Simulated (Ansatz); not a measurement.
Rock-salt EuN was calculated with r²SCAN+rVV10 (plane waves, PAW; Ansatz, a quantum-chemistry and plane-wave program).

Run with plane-wave cutoff 500 eV, 14×14×14 k mesh, Fermi–Dirac smearing 0.05 eV, spin-polarised start, scalar-relativistic PAW data made under PBE.

Computed at the level's own relaxed cell.

Estimate the volume per atom and equilibrium lattice constant a that the calculation returns.


volume per atom: 15.81 Å³/atom
equilibrium lattice constant a: 5.020 Å

Note: the magnetic order was assumed, not searched for or taken from measurement; the 4f shell is treated without U or exact exchange, so its levels and filling can be wrong.

Spin–orbit coupling is not included.

Static lattice: no zero-point or thermal effects.
